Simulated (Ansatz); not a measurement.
Results of r²SCAN (PAW; Ansatz, a program for electronic structure) for InSe (R3m, No. 160).

Numerical settings: plane-wave cutoff 560 eV, 10×10×10 k mesh, Fermi–Dirac smearing 0.01 eV, scalar-relativistic PAW data made under PBE.

Cell (relaxed at this level):

InSe is modelled in the trigonal space group R3m, hexagonal axes (No. 160), Pearson symbol hR4. Lattice parameters: a = 4.044 Å, b = 4.044 Å, c = 26.079 Å, α = 90.00°, β = 90.00°, γ = 120.00°. Se1 on 3a is coordinated by 3 In at 2.652 Å (trigonal pyramidal). Se2 on 3a sees 3 In at 2.652 Å (trigonal pyramidal). In1 on 3a is coordinated by 3 Se at 2.652 Å (trigonal pyramidal). In2 on 3a has 3 Se at 2.652 Å (trigonal pyramidal). (Neighbours: up to the widest gap in distance over summed covalent radii, below 1.35, at either atom; cation-cation and far metal-metal contacts left out.)
(The calculation used a cell of 4 atoms; values per cell refer to that cell.)

Question: What does this level give for the band gap and direct gap at Γ?

Answer: 
- band gap = 0.93 eV
- direct gap at Γ = 3.10 eV

Note: for a layered or molecular solid the relaxed cell lies over 5 % above the published volume, where the minimum can be shallow; the cell comes from a level without a dispersion term, which matters for the spacing of layers, chains or molecules; the volume lies 5 % above that of the published cell.

Spin–orbit coupling is not included.

Computed values are for the static lattice.

It cost roughly 100 core-seconds of CPU time.
